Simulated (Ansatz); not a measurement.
# BOF (SMILES O=BF) at CCSD(T)/cc-pVTZ

Aim: the energy change on altering one bond length of BOF at CCSD(T)/cc-pVTZ, from 2 runs. 

The results are computed with Ansatz 0.2.0.

54 further runs of the same task are left out: 9 that didn't finish, 45 set aside as unsound or not needed.

## (1) The molecule

The species is BOF (3 atoms), meant as a singlet with charge 0. SMILES: `O=BF`. Geometry: relaxed at PBE0-D4/def2-TZVP.

Bond lengths: O1–B2 1.206 Å, B2–F3 1.282 Å. Angles: O1–B2–F3 180.0°.

## (2) The energy at CCSD(T)/cc-pVTZ

input.yaml

```yaml
crystal:
  periodic: [false, false, false]
  atoms:
    - symbol: O
      position_ang: [0.983100, -0.565100, 0.479900]
    - symbol: B
      position_ang: [0.020300, -0.011600, 0.009900]
    - symbol: F
      position_ang: [-1.003400, 0.576800, -0.489800]
basis:
  gaussian:
    orbitals: cc-pVTZ
magnetization:
  spin_polarized: false
  initial_magnetization: 0
correlation:
  method: ccsd_t
  frozen_orbitals: {B: 1, F: 1, O: 1}
accuracy: high
scf:
  omitted_lower_state_checks: [cluster_reference, increment]
```

The run is started by

```sh
ansatz run input.yaml --threads 1 --pin off --max-ram 3480MiB --events-out events.jsonl --progress --plain --runs-dir runs
```

Output, shortened:

```text
Warning: RAYON_NUM_THREADS=1 ignored (pool sized by the plan → 1); use --threads N
Functional definition: HF
  name "HF"
[...]
1344 factors; integrals over basis functions are off by at most 2.7e-9 eV
[...]
mean field -5419.29863600 eV, -199.1555515406 hartree, gradient 2.3e-8 eV, S^2 0.000000; 0 other end points of the search recorded, 0 dependent functions left out
3 core orbitals not correlated: weight in the atoms' cores, before any rotation towards them, 1.000 or more for the frozen orbitals, at most 0.000 for the correlated occupied ones
reference -5419.29863600 eV, -199.1555515406 hartree; 8, 8 occupied and 79, 79 virtual orbitals, 1344 factors
second order -15.52567254 eV of doubles, -0.00000000 eV of singles
cycle   1  -14.98770882 eV  change    5.4e-1 eV  update   9.6e-2
[...]
cycle  20  -15.43033315 eV  change  -2.8e-10 eV  update  9.5e-10
perturbative correction -0.57821350 eV, -0.0212489543 hartree
Total energy: -5435.30718266 eV, -199.7438547791 hartree
Checks for a lower state left out: cluster_reference, increment
```

Wall time 6.3 s (1 thread of Arm Neoverse V2, shared host); peak memory 0.44 GiB.

## (3) The distorted shape

molecule.yaml

```yaml
basis:
  gaussian: {orbitals: cc-pVTZ}
crystal:
  periodic: [false, false, false]
  atoms:
    - {symbol: O, position_ang: [2.138439, -1.229288, 1.043890]}
    - {symbol: B, position_ang: [0.020300, -0.011600, 0.009900]}
    - {symbol: F, position_ang: [-1.003400, 0.576800, -0.489800]}
correlation: {method: ccsd_t, frozen_orbitals: {B: 1, F: 1, O: 1}}
accuracy: high
scf: {omitted_lower_state_checks: [cluster_reference, increment]}
```

The run is started by

```sh
ansatz run molecule.yaml --threads 1 --pin off --max-ram 3480MiB --events-out events.jsonl --progress --plain --runs-dir runs
```

Output:

```text
Warning: RAYON_NUM_THREADS=1 ignored (pool sized by the plan → 1); use --threads N
[... 14 lines left out ...]
3 core orbitals not correlated: weight in the atoms' cores, before any rotation towards them, 1.000 or more for the frozen orbitals, at most 0.000 for the correlated occupied ones
[... 62 lines left out ...]
Total energy: -5426.19854593 eV, -199.4091185536 hartree
Checks for a lower state left out: cluster_reference, increment
```

It took 13 s on 1 thread of Arm Neoverse V2, shared host; peak memory 0.43 GiB.

## (4) Results

At CCSD(T)/cc-pVTZ, 3 core orbitals frozen:

```
                                                         quantity          value
                                        first shape: total energy  -199.74385 Eh
         first shape: correlation energy (3 core orbitals frozen)     -588.3 mEh
                                      first shape: (T) correction     -21.25 mEh
                                       first shape: T1 diagnostic          0.016
                                    distorted shape: total energy  -199.40912 Eh
     distorted shape: correlation energy (3 core orbitals frozen)     -557.6 mEh
                                  distorted shape: (T) correction     -20.64 mEh
                                   distorted shape: T1 diagnostic          0.024
energy change with the O1–B2 bond stretched from 1.206 to 2.653 Å       9.109 eV
```

With the O1–B2 bond stretched from 1.206 to 2.653 Å the energy rises by 9.11 eV (210 kcal/mol). The first shape isn't relaxed at this level, so the change isn't measured from a minimum. The triples (first shape) make up 3.6 % of the correlation energy. The T1 diagnostic (distorted shape) of 0.024 is above the customary mark for such species, so a single reference may not serve. The restricted solution (distorted shape) is unstable to spin breaking: an unrestricted one lies lower. The triples (distorted shape) make up 3.7 % of the correlation energy.
